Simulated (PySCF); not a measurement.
## Frontier orbitals and the lowest excitations

Compound: 1,2-dimethoxyethane, C4H10O2.
Cartesian coordinates in Å at the GFN2-xTB level; atoms count from 1:
```
atom  x, y, z in Å
C1     2.758   -0.003   -0.025
O2     1.602   -0.667    0.417
C3     0.450    0.140    0.361
C4    -0.727   -0.686    0.893
O5    -1.910    0.052    1.060
C6    -2.574    0.380   -0.136
H7     3.577   -0.714    0.061
H8     2.971    0.879    0.593
H9     2.660    0.317   -1.070
H10    0.574    1.040    0.984
H11    0.266    0.462   -0.676
H12   -0.891   -1.547    0.229
H13   -0.465   -1.057    1.887
H14   -2.740   -0.511   -0.754
H15   -2.023    1.122   -0.725
H16   -3.534    0.802    0.155
```

Computed, not measured: TDDFT PBE0/def2-SVPD, vertical, gas phase, core orbitals frozen in the response (PySCF 2.14.0, density-fitted response routines).

Frontier orbitals with the atoms that hold most of them (Löwdin shares over 4%, at most four atoms; ? is withheld):

```tsv
orbital	ε (eV)	atoms
HOMO-3	-9.40	O2 48%, C1 14%, C3 10%, H7 6%
HOMO-2	-8.95	O5 44%, C4 15%, C6 10%, H13 5%
HOMO-1	-7.66	?
HOMO	-7.45	O5 42%, O2 18%, C3 8%, C6 8%
LUMO	?	?
LUMO+1	1.06	C6 18%, C1 17%, H14 7%, O5 7%
LUMO+2	1.59	O5 19%, C4 15%, H13 13%, H15 10%
```

(1) Which atoms hold the HOMO-1, and with what shares?

(2) Give the leading atoms of the LUMO.

(3) What is the LUMO energy, and the HOMO–LUMO gap?

## Answers

(1) O2 (bonded to 2 C) 43%; O5 (bonded to 2 C) 15%; C3 (bonded to C, O and 2 H) 10%; C1 (bonded to O and 3 H) 7%. By element: oxygen 58%, carbon 17% or more.

(2) C1 (bonded to O and 3 H) 16%; C3 (bonded to C, O and 2 H) 14%; C6 (bonded to O and 3 H) 13%; H11 (bonded to C) 10%. By element: carbon 43% or more, hydrogen 10% or more.

(3) ε(LUMO) = 0.71 eV; the gap is 8.16 eV (0.2998 hartree).

Problem. The HOMO–LUMO gap is 8.16 eV. Where does the response calculation put the lowest singlet, and from which orbitals?

Solution. S1 is at 7.00 eV (f = 0.019), 1.16 eV below the gap, made of HOMO→LUMO (83%), HOMO-1→LUMO+1 (8%). 

Next come S2 at 7.12 eV (f 0.010), HOMO-1→LUMO (62%), HOMO→LUMO+1 (32%); S3 at 7.47 eV (f 0.0094), HOMO→LUMO+1 (44%), HOMO-1→LUMO (23%), HOMO→LUMO+2 (10%); S4 at 7.66 eV (f 0.0021), HOMO-1→LUMO+1 (70%); S5 at 7.84 eV (f 0.016), HOMO→LUMO+2 (65%), HOMO→LUMO+1 (10%).

One conformer stands for the species.
